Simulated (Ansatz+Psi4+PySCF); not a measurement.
Results of a calculation; reference values are marked as such.
Input for Psi4 1.11:

```
molecule {
1 2
Li 0.000000 0.000000 0.410000
H 0.000000 0.000000 -1.230000
}

basis {
assign H cc-pVTZ
assign Li cc-pCVTZ
}
set reference rohf
set scf_type pk
energy('scf')
```

The input is written out from the run's settings.

Output:

| Quantity | Value |
| --- | --- |
| Converged | yes |
| Total energy | -7.73191 hartree |
| Spin squared of the determinant | 0.750 |
